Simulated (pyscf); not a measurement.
formic acid (O=CH–OH) + water (H₂O) → formic acid (O=CH–OH) + water (H₂O) (concerted two-bond exchange; singlet surface; H–O, H–O broken, H–O, H–O formed). Single points on ωB97X-D3(BJ)/def2-SVP structures (PySCF, gas phase). Correlated levels are frozen-core, on RHF or UHF. ΔMP2 is the change of the MP2 total energy from the triple- to the quadruple-zeta basis. Energies in kcal/mol from the separated reactants.

| level | barrier | reaction energy |
|---|---|---|
| ωB97X-D3(BJ)/def2-TZVP | 2.8 | 0.0 |
| B3LYP-D3(BJ)/def2-TZVP | 1.1 | 0.0 |
| PBE0-D3(BJ)/def2-TZVP | … | 0.0 |
| ωB97M-D3(BJ)/def2-TZVP | 2.9 | 0.0 |
| HF/def2-TZVP | 19.2 | 0.0 |
| MP2/def2-QZVPP | 3.3 | 0.0 |
| CCSD(T)/def2-TZVPP + ΔMP2(QZVPP) | … | 0.0 |

Problem. Fill in the missing entries.

Solution. 
- PBE0-D3(BJ)/def2-TZVP, barrier: -1.0
- CCSD(T)/def2-TZVPP + ΔMP2(QZVPP), barrier: 5.1

On the reactant side the descent ends in a bound adduct, 11.1 kcal/mol under the separated species and 14.0 kcal/mol under the saddle at ωB97X-D3(BJ)/def2-TZVP. On the product side the descent ends in a bound adduct, 11.1 kcal/mol under the separated species and 14.0 kcal/mol under the saddle at ωB97X-D3(BJ)/def2-TZVP. At PBE0-D3(BJ) the saddle lies under the separated reactants, which points to a path from their complex (located at ωB97X-D3(BJ) alone). At PBE0-D3(BJ) the saddle lies under the separated products, which points to a path from their complex (located at ωB97X-D3(BJ) alone). One saddle was located; it need not be the lowest between these sides. The CCSD(T) − MP2 part came from Ansatz, without density fitting, on the same reference.
